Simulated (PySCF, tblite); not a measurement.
# water and 2 × ammonia

A gas-phase complex of water and 2 × ammonia; neutral, singlet. The structure comes from a short search (6 tight-binding starts) and was relaxed by PBE0-D3(BJ)/def2-SVPD; another way of binding may lie lower. No frequency run checks that it is a minimum.

| part | name | SMILES | atoms | charge | multiplicity |
| --- | --- | --- | --- | --- | --- |
| 1 | water | O | 1–3 | 0 | 1 |
| 2 | ammonia | N | 4–7 | 0 | 1 |
| 3 | ammonia | N | 8–11 | 0 | 1 |

```tsv
atom	part	x (Å)	y (Å)	z (Å)
O1	1	0.371	-0.844	0.303
H2	1	0.288	-1.790	0.423
H3	1	-0.544	-0.477	0.256
N4	2	-1.893	0.742	0.111
H5	2	-2.482	0.761	-0.717
H6	2	-2.482	0.943	0.913
H7	2	-1.196	1.491	0.025
N8	3	0.837	2.099	-0.085
H9	3	1.295	2.622	0.656
H10	3	1.072	1.114	0.046
H11	3	1.253	2.397	-0.962
```

Contacts between parts, classed by geometry: H3···N4 1.824 Å (hydrogen bond, 160°); H10···O1 2.095 Å (hydrogen bond, 147°); H7···N8 2.125 Å (hydrogen bond, 150°).

Interaction energies are complex less parts, with the parts frozen as they stand in it; counterpoise-corrected, in kcal/mol (PySCF).

Q: Give the interaction energy at each level run.

A: 
| level | interaction | superposition error removed |
| --- | --- | --- |
| wB97M-D3(BJ)/def2-TZVPD | -14.10 | -0.44 |
| PBE0-D3(BJ)/def2-TZVPD | -15.30 | -0.39 |

Q: What holds them together? Decompose the wB97M-D3(BJ)/def2-TZVPD energy: frozen parts, their antisymmetrised product, then relaxation.

A: electrostatic -27.5, Pauli repulsion +28.5, orbital relaxation -13.1, dispersion correction -2.4 kcal/mol, which sum to the value before the counterpoise correction; the Pauli term holds the exchange-correlation of the frozen density too. Of the attraction, 64 % is electrostatic, 30 % is orbital relaxation, 6 % is dispersion correction.

Q: Are the pair energies additive?

A: The pairs sum to -12.05 kcal/mol (1–2 -6.3, 1–3 -2.8, 2–3 -2.9); the rest of -2.05 is a many-body strengthening.

The parts were also relaxed and run alone, at the levels used for the complex: shieldings by PBE0/pcSseg-2.

Q: What does binding change?

A: 
```tsv
property	alone	in the complex	change
O1–H3 bond (Å)	0.961	0.987	+0.026
shielding of H3 (ppm)	30.85	23.82	-7.04
shielding of N4 (ppm)	262.5	246.3	-16.2
shielding of H10 (ppm)	31.49	28.91	-2.58
shielding of O1 (ppm)	328.9	306.4	-22.5
```

The 3 runs behind this took 120 s in all, one thread each of Arm Neoverse V1 on a shared host, launched as `OMP_NUM_THREADS=1 python cluster_run.py task.json out`.
